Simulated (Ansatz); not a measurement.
# ClFH2Si: small, medium and large basis sets

An exercise on one series of results from a longer session: the logs are not shown, and one member is left open.

Computed with Ansatz 0.2.0, Gaussian basis. Level: one geometry, several basis sets.

The runs, in order: PBE0-D4/def2-SVP; ωB97M-V/def2-SVP; PBE0-D4/def2-QZVPP; ωB97M-V/def2-QZVPP; CCSD(T)/cc-pV(D+d)Z; CCSD(T)/cc-pV(T+d)Z; CCSD(T)/cc-pV(Q+d)Z; the functionals' def2-TZVPP values are taken from earlier runs.

**Structure used throughout**

All runs share one geometry, relaxed beforehand with PBE0-D4 in a triple-zeta def2 set.

5 atoms, charge 0, spin multiplicity 1.

Atoms are counted from 1 here; the program's logs count them from 0.

Bond lengths: F1–Si2 1.589 Å, Si2–Cl3 2.036 Å, Si2–H4 1.475 Å, Si2–H5 1.475 Å. Angles: F1–Si2–Cl3 108.8°, F1–Si2–H4 108.3°, F1–Si2–H5 108.3°, Cl3–Si2–H4 108.8°, Cl3–Si2–H5 108.8°, H4–Si2–H5 113.7°.

The first run:

Input file in.yaml:

```yaml
crystal:
  periodic: [false, false, false]
  atoms:
    - {symbol: F, position_ang: [-0.468297, 0.123519, 1.504591]}
    - {symbol: Si, position_ang: [0.098002, -0.085629, 0.034341]}
    - {symbol: Cl, position_ang: [-1.064507, 0.955950, -1.272389]}
    - {symbol: H, position_ang: [0.014572, -1.521451, -0.293739]}
    - {symbol: H, position_ang: [1.470128, 0.453910, -0.014105]}
basis:
  gaussian: {orbitals: def2-SVP}
hamiltonian: {xc: pbe0, dispersion: d4}
output: {orbitals: {seedname: orbitals}}
```

Run with:

```
$ ansatz run in.yaml --threads 2 --pin off --events-out ev --progress --plain --max-ram 32768MiB --backend cpu
```

Steps of the session up to this table: PBE0-D4 in def2-SVP; ωB97M-V in def2-SVP; PBE0-D4 in def2-QZVPP; ωB97M-V in def2-QZVPP.

One of the session's tables, all rows but one given; the rest of the session is left out.

It belongs to the step «Functionals by basis». 

| functional | basis | HOMO (eV) | LUMO (eV) |
| --- | --- | --- | --- |
| PBE0-D4 | def2-SVP | -9.14 | 0.57 |
| PBE0-D4 | def2-TZVPP | -9.27 | 0.05 |
| PBE0-D4 | def2-QZVPP | ? | ? |
| ωB97M-V | def2-SVP | -11.33 | 2.57 |
| ωB97M-V | def2-TZVPP | -11.51 | 1.84 |
| ωB97M-V | def2-QZVPP | -11.55 | 1.42 |

Q: Estimate the row for PBE0-D4, def2-QZVPP from the others.

The run gave: HOMO (eV): -9.30; LUMO (eV): -0.14. In the column «HOMO (eV)» it lies between ωB97M-V, def2-SVP (-11.33) and PBE0-D4, def2-TZVPP (-9.27).
